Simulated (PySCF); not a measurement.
O2, SMILES O=O (connectivity only; charge and spin as stated), neutral, multiplicity 3. Atoms are numbered in the order given.

```xyz
2

O      0.0000     0.0000    -0.5963
O      0.0000     0.0000     0.5963
```
Charge 0, spin multiplicity 3.

Geometry: PBE0-D3(BJ)/def2-TZVPD.

Method: PBE0-D3(BJ)/def2-TZVPD (PySCF).

Harmonic, unscaled wavenumbers; measured fundamentals usually lie a few per cent lower.

Computed normal modes with their intensities:
```tsv
mode	ν (cm⁻¹)	IR (km/mol)	moving atoms (share of kinetic energy)
1	1713	0.0	O 100 %
```
